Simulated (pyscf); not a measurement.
`[NH2][InH2]` -> `[NH2][In]` [singlet] + `[H][H]` (1,1-elimination; singlet surface; H–In, H–In broken, H–H formed). PySCF, gas phase, ωB97X-D3(BJ)/def2-SVP geometries. Energies in kcal/mol from the reactant's lowest minimum found.

```json
[
 {"level": "ωB97X-D3(BJ)/def2-TZVP", "barrier": "66.6", "reaction energy": "-0.9"},
 {"level": "PBE/def2-TZVP", "barrier": "…", "reaction energy": "…"},
 {"level": "PBE0-D3(BJ)/def2-TZVP", "barrier": "…", "reaction energy": "-3.5"},
 {"level": "M06-2X/def2-TZVP", "barrier": "63.5", "reaction energy": "-6.1"},
 {"level": "ωB97M-D3(BJ)/def2-TZVP", "barrier": "64.1", "reaction energy": "-3.4"},
 {"level": "HF/def2-TZVP", "barrier": "77.2", "reaction energy": "-3.2"}
]
```

**Question.** Complete the blanks.

**Answer.** 
- PBE/def2-TZVP, barrier: 52.5
- PBE/def2-TZVP, reaction energy: -7.3
- PBE0-D3(BJ)/def2-TZVP, barrier: 59.0

The functionals in the table span 14.1 kcal/mol in this barrier, from PBE to ωB97X-D3(BJ)/def2-TZVP. The same reactants have a lower exit, to NH₃ + InH [singlet] (barrier +53.7 kcal/mol at ωB97M-D3(BJ)/def2-TZVP, against +64.1 kcal/mol here). This is the saddle that the search found; another between the same sides may lie lower. Elements past Kr carry the def2 core potentials, without spin-orbit coupling.
